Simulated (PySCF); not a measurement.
Gas-phase reaction: 2 C2H4 + HCHO (formaldehyde) = C2H5OH + C3H4 (allene)

Method: PySCF energies (xtb for GFN2) plus ideal-gas RRHO corrections (1 bar). 'Table' is the NASA 1993 thermochemical table (part measured, part estimated). † marks an energy on the PBE0/def2-TZVP geometry and frequencies; other levels use their own. CCSD(T) freezes the core. All species are closed-shell singlets. CCSD(T) isn't extrapolated to the basis-set limit.

Levels: a) r2SCAN/def2-TZVP†; b) CCSD(T)/def2-TZVPP†; c) HF/def2-TZVP†; d) GFN2-xTB; e) LDA/def2-TZVP†.

Q: Order the levels by the distance of their ΔH°(298 K) from the table for this reaction, closest first.

A: b (+5 kJ), a (-18 kJ), c (+36 kJ), e (-71 kJ), d (-82 kJ)

The table gives -40 kJ. The order holds for this reaction alone, and for the 1993 entries, some of which have been revised since.
